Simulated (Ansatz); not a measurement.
Mulliken charges of `[MgH][SH]` from B3LYP/def2-TZVPP in Ansatz (PBE0-D4/def2-TZVP geometry).

```tsv
atom	x (Å)	y (Å)	z (Å)	charge (e)
Mg1	-0.036	-0.777	0.272	0.543
S2	-0.566	1.000	-1.081	-0.459
H3	0.343	-2.098	1.262	-0.178
H4	0.315	1.814	-0.473	0.095
```

Q: By hand: the dipole of these point charges (1 e Å = 4.8032 D).

A: Σ q r = (0.209, -0.335, 0.374) e Å, of length 0.544 e Å = 2.61 D.

Q: How does the dipole of the full density compare? (Estimate.)

A: Computed: (0.127, -0.091, 0.177) e Å, 1.13 D; the point charges give 2.31 times that, at 16° from its direction.

Point charges leave out the atoms' own dipoles, such as those of lone pairs, and Mulliken's split depends on the basis, so the two needn't agree.

B3LYP here is the variant with VWN-RPA as its local correlation; programs differ in this.
